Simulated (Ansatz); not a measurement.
Ansatz (an electronic-structure program) input (CCSD(T)/cc-pVDZ):

Ansatz 0.2 input:
```yaml
crystal:
  periodic: [false, false, false]
  atoms:
    - {symbol: O, position_ang: [1.18305207, 0.34569777, 0.00221414]}
    - {symbol: C, position_ang: [-0.01560079, 0.64877161, -0.00691488]}
    - {symbol: C, position_ang: [-0.95954357, -0.64362375, 0.00203245]}
    - {symbol: H, position_ang: [-0.38234312, -1.58832861, 0.01484689]}
    - {symbol: H, position_ang: [-1.61996547, -0.59478565, 0.87932223]}
    - {symbol: H, position_ang: [-1.61124183, -0.61335505, -0.88258769]}
basis:
  gaussian:
    orbitals: cc-pVDZ
total_charge: -1
magnetization: {spin_polarized: false}
correlation: {method: ccsd_t, frozen_orbitals: {C: 0, H: 0, O: 0}}
```

Output:

```
Functional definition: HF
integrals: 0.02 GiB planned
522 factors; integrals over basis functions are off by at most 1.2e-3 eV
mean field: 0.10 GiB planned
mean field evaluation 1: about -4141.6880 eV, gradient 2.1e1 eV
mean field evaluation 2: about -4141.6905 eV, gradient 2.1e1 eV
mean field evaluation 4: about -4143.0289 eV, gradient 3.9e0 eV
mean field evaluation 8: about -4143.0818 eV, gradient 1.1e-1 eV
mean field evaluation 16: about -4143.0724 eV, gradient 1.1e0 eV
mean field evaluation 32: about -4142.1422 eV, gradient 1.5e1 eV
mean field -4143.08190525 eV, -152.2554517361 hartree, gradient 1.4e-6 eV, S^2 0.000000; 3 other end points of the search recorded, 0 dependent functions left out
determinant -4143.08190525 eV, -152.2554517361 hartree, with singles and doubles -4156.43354114 eV, -152.7461153050 hartree
determinant -4136.40121187 eV, -152.0099407828 hartree, with singles and doubles -4150.10089582 eV, -152.5133948821 hartree
reference -4143.08190525 eV, -152.2554517361 hartree; 12, 12 occupied and 45, 45 virtual orbitals, 522 factors
second order -12.61572353 eV of doubles, -0.00000000 eV of singles
coupled cluster: 0.13 GiB planned
cycle   1  -13.35204591 eV  change   -4.1e-4 eV  update   1.5e-3
cycle   2  -13.35184686 eV  change    2.0e-4 eV  update   1.0e-3
cycle   3  -13.35128688 eV  change    5.6e-4 eV  update   5.7e-4
cycle   4  -13.35181493 eV  change   -5.3e-4 eV  update   1.3e-4
cycle   5  -13.35205335 eV  change   -2.4e-4 eV  update   5.0e-5
cycle   6  -13.35204113 eV  change    1.2e-5 eV  update   1.7e-5
perturbative correction -0.43306276 eV, -0.0159147630 hartree
Total energy: -4156.86700914 eV, -152.7620449603 hartree
```
